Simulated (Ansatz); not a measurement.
**Isomers**

Structures of Si₂NH₅, closed shell, relaxed at PBE0-D4/def2-TZVP (vibrations not checked; lower isomers may exist, and structures with a doubtful reference or unclear bonds are left out). Computed with Ansatz 0.2.0 (basis: def2-TZVPP); correlated methods freeze the cores. B3LYP uses VWN-RPA correlation.

Rank them by CCSD(T) energy, lowest first, and give each one's height above the lowest. Links in brackets join atoms within 1.22 times the sum of their covalent radii (1.1 for two metals). (To be estimated.)
A.
Si₂NH₅ ([NH]1[SiH2][SiH2]1)
```
8
angstrom
N -0.6753 -0.2057 -0.6445
Si 0.0385 1.1657 0.1309
Si 0.4791 -1.0081 0.3630
H -1.3853 -0.4219 -1.3220
H 0.8227 2.0981 -0.7219
H -0.8248 1.9534 1.0506
H 1.5963 -1.7185 -0.3143
H -0.0512 -1.8631 1.4582
```
B.
Si₂NH₅ ([NH][SiH][SiH3])
```
8
angstrom
N -1.4755 0.8908 -1.5282
Si -0.0908 0.8330 -0.7251
Si 0.6022 -0.7096 0.9043
H -2.1857 0.1908 -1.3480
H 0.8946 1.8952 -1.0485
H 0.8984 0.0030 2.1760
H 1.8371 -1.4016 0.4470
H -0.4804 -1.7017 1.1225
```
C.
a complex of SiNH ([NH][Si]) + SiH₄
```
8
angstrom
N -1.0777 0.4250 -1.5104
Si -0.5108 1.8631 -1.4652
Si 0.6450 -0.6332 1.3884
H -1.4500 -0.5020 -1.5497
H 1.0104 0.7992 1.2388
H 1.3208 -1.1759 2.5969
H 1.0960 -1.3919 0.1965
H -0.8235 -0.7605 1.5533
```
D.
Si₂NH₅ ([SiH2][N][SiH3])
```
8
angstrom
Si -1.1947 1.2345 -0.4446
N -0.5223 -0.2504 0.0374
Si 0.7812 -1.1263 0.1422
H -2.2517 0.9988 -1.4664
H -0.2057 2.1875 -1.0337
H -1.8198 1.9070 0.7274
H 2.1487 -0.7328 -0.2904
H 0.7495 -2.4914 0.7127
```

Computed: A (0.00 kcal/mol), D (3.47 kcal/mol), C (17.94 kcal/mol), B (19.99 kcal/mol). Heights count from the lowest.

Do PBE-D4, r2SCAN-D4, PBE0-D4, B3LYP-D4, wB97M-V, HF, MP2 give the same order? (Judge from chemistry; the calculation decides.)

The calculation gives: Lowest first: PBE-D4 A < D < B < C; r2SCAN-D4 A < D < B < C; PBE0-D4 A < D < B < C. The others agree with CCSD(T).

The T1 diagnostic stays at or below 0.019. The restricted Hartree–Fock reference is unstable towards an unrestricted one at one or more of these structures.

For scale, one of the runs: CCSD(T)/def2-TZVPP, 185 basis functions, launched by `ansatz run in.yaml --threads 2 --pin off --events-out ev --progress --plain --max-ram 4352MiB`. The run took 27 s on 2 CPU threads of an Arm Neoverse V2 (shared host), with 1.7 GiB of host memory at its peak.
